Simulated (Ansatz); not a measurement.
Reaction (SMILES): N (NH3) → [NH2-] + H+
B3LYP-D3(BJ)/def2-TZVP geometries, fixed; electronic energies without zero-point terms.
Largest species:
```xyz
4

N      0.0022    -0.0038     0.1116
H     -0.0020     0.9512    -0.2281
H      0.8095    -0.4644    -0.2929
H     -0.8232    -0.4600    -0.2599
```
Charge 0, spin multiplicity 1.

Basis-set convergence of the deprotonation energy at B3LYP with Ansatz (a quantum-chemistry and plane-wave program). Cartesian d functions, on some or all atoms, in 6-31G*, 6-31+G*; all else is spherical. The program fits the integrals of some runs and decomposes those of others, by size. No added dispersion term, no relativity. Functions are those of the species that has most. Reference: the value in aug-pcseg-3, 410.41 kcal/mol, itself unsure by roughly 1.93 kcal/mol (its mean distance from aug-cc-pVQZ, def2-QZVPPD). Deviations are taken from unrounded values.

```
basis        functions  deprotonation energy (kcal/mol)
-----------  ---------  -------------------------------
6-31G*              21                           443.93
6-31+G*             25                           411.90
cc-pVDZ             29                           446.91
aug-cc-pVDZ         50                           409.60
def2-SVP            29                           445.03
def2-SVPD           44                           418.45
pcseg-1             29                           436.68
aug-pcseg-1         50                           408.67
6-311G**            36                           439.51
6-311+G**           40                           412.65
def2-TZVP           49                           423.91
def2-TZVPD          64                           414.84
cc-pVTZ             72                           432.42
aug-cc-pVTZ        115                           411.03
pcseg-2             72                           420.59
aug-pcseg-2        115                           410.50
def2-TZVPP          73                           424.34
def2-TZVPPD         88                           415.40
cc-pVQZ            145                           425.15
aug-cc-pVQZ        218                           410.98
def2-QZVPP         147                           418.26
def2-QZVPPD        162                           413.70
pcseg-3            159                           413.54
aug-pcseg-3        232                           410.41
```

What the diffuse functions change, pair by pair:
- 6-31G* to 6-31+G*: 4 more functions, deviation 33.52 to 1.48 kcal/mol
- cc-pVDZ to aug-cc-pVDZ: 21 more functions, deviation 36.50 to -0.81 kcal/mol
- def2-SVP to def2-SVPD: 15 more functions, deviation 34.62 to 8.04 kcal/mol
- pcseg-1 to aug-pcseg-1: 21 more functions, deviation 26.27 to -1.74 kcal/mol
- 6-311G** to 6-311+G**: 4 more functions, deviation 29.10 to 2.24 kcal/mol
- def2-TZVP to def2-TZVPD: 15 more functions, deviation 13.50 to 4.43 kcal/mol
- cc-pVTZ to aug-cc-pVTZ: 43 more functions, deviation 22.01 to 0.62 kcal/mol
- pcseg-2 to aug-pcseg-2: 43 more functions, deviation 10.18 to 0.09 kcal/mol
- def2-TZVPP to def2-TZVPPD: 15 more functions, deviation 13.93 to 4.98 kcal/mol
- cc-pVQZ to aug-cc-pVQZ: 73 more functions, deviation 14.74 to 0.57 kcal/mol
- def2-QZVPP to def2-QZVPPD: 15 more functions, deviation 7.85 to 3.29 kcal/mol
- pcseg-3 to aug-pcseg-3: 73 more functions, deviation 3.13 to 0.00 kcal/mol

Leaving out the reference's own pair, they bring the value nearer the reference by more than 1.93 kcal/mol in 11 of 11 pairs.
